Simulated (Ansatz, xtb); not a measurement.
Molecule: C5H4N (charge -1, singlet). It need not be the lowest isomer of its formula. Whether it binds its extra electron was not tested at this geometry. 
Structure (B3LYP-D3(BJ)/def2-TZVP (Ansatz, a program for electronic structure) minimum search):
SMILES: [c-]1ncccc1
```xyz
10

N      0.0121     0.0359     1.4348
C     -0.0108     0.0440    -1.3523
C      0.0178     1.2775     0.8121
C     -0.0035    -1.0945     0.7250
C     -0.0156    -1.1669    -0.6639
C      0.0055     1.2196    -0.6150
H     -0.0196     0.0567    -2.4431
H     -0.0068    -2.0256     1.3006
H     -0.0281    -2.1247    -1.1753
H      0.0092     2.1638    -1.1616
```
Charge -1, spin multiplicity 1.

Harmonic wavenumbers from GFN2-xTB (xtb, at its own minimum), cm⁻¹: 212, 305, 570, 613, 638, 711, 847, 892, 921, 971, 1028, 1075, 1103, 1141, 1177, 1262, 1365, 1406, 1510, 1551, 2782, 2823, 2866, 2921.

### Question
Give the harmonic wavenumbers at B3LYP-D3(BJ)/def2-TZVP (Ansatz, finite differences of forces, unscaled).

### Answer
323, 351, 603, 658, 682, 760, 844, 923, 949, 969, 1013, 1056, 1063, 1137, 1162, 1269, 1401, 1443, 1557, 1568, 3017, 3044, 3069, 3128 cm⁻¹. Zero-point energy 45.7 kcal/mol.

### Question
From these and the geometry, give the ideal-gas thermochemistry at 298.15 K and 1 atm (rigid rotor, harmonic oscillator).

### Answer
Point group Cs, rotational symmetry number 1. Rotational constants 6.194, 5.929, 3.029 GHz. S(trans) 38.98, S(rot) 25.47, S(vib) 4.77, S(elec, spin only) 0.00, S 69.2 cal/(mol K). H(298) - H(0) 3.39 kcal/mol; G - E(el) 28.5 kcal/mol.
